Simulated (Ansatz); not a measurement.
Computed with frozen-core CCSD(T)/def2-TZVPP // PBE0-D3(BJ)/def2-TZVP (Ansatz, a first-principles code).

Ansatz 0.2 input:
```yaml
crystal:
  periodic: [false, false, false]
  atoms:
    - { symbol: N, position_ang: [-0.000494, 0.425687, -0.000001] }
    - { symbol: H, position_ang: [0.804426, -0.21191, -0.000003] }
    - { symbol: H, position_ang: [-0.803931, -0.213778, 0.000003] }
basis:
  gaussian: { orbitals: def2-TZVPP }
correlation:
  method: ccsd_t
magnetization:
  spin_polarized: true
  initial_magnetization: 1
```

Output:

```
Functional definition: HF
352 factors; integrals over basis functions are off by at most 4.4e-4 eV
mean field evaluation 1: about -1511.9206 eV, gradient 1.3e1 eV
mean field evaluation 2: about -1511.9196 eV, gradient 1.3e1 eV
mean field evaluation 4: about -1512.6325 eV, gradient 1.3e0 eV
mean field evaluation 8: about -1512.6447 eV, gradient 1.0e-3 eV
mean field evaluation 16: about -1512.6447 eV, gradient 1.7e-6 eV
mean field evaluation 32: about -1510.4329 eV, gradient 3.6e-1 eV
mean field -1512.64468370 eV, -55.5886668186 hartree, gradient 1.7e-6 eV, S^2 0.759204; 1 other end points of the search recorded, 0 dependent functions left out
determinant -1512.64468370 eV, -55.5886668186 hartree, with singles and doubles -1518.19006631 eV, -55.7924558706 hartree
determinant -1510.43479516 eV, -55.5074549125 hartree, with singles and doubles -1516.02310258 eV, -55.7128214225 hartree
1 core orbitals not correlated
reference -1512.64468370 eV, -55.5886668186 hartree; 4, 3 occupied and 54, 55 virtual orbitals, 352 factors
second order -5.00871752 eV of doubles, -0.00000000 eV of singles
cycle   1  -5.47649708 eV  change   -4.4e-1 eV  update   1.2e-2
cycle   2  -5.48618770 eV  change   -9.7e-3 eV  update   2.9e-3
cycle   3  -5.48660977 eV  change   -4.2e-4 eV  update   1.2e-3
cycle   4  -5.48680813 eV  change   -2.0e-4 eV  update   4.4e-4
cycle   5  -5.48695076 eV  change   -1.4e-4 eV  update   1.6e-4
cycle   6  -5.48697786 eV  change   -2.7e-5 eV  update   5.3e-5
cycle   7  -5.48699928 eV  change   -2.1e-5 eV  update   1.6e-5
cycle   8  -5.48699725 eV  change    2.0e-6 eV  update   5.8e-6
perturbative correction -0.15322326 eV, -0.0056308509 hartree
Total energy: -1518.28490421 eV, -55.7959410992 hartree
```

Cost: about 2.4 core-seconds (a rough figure).
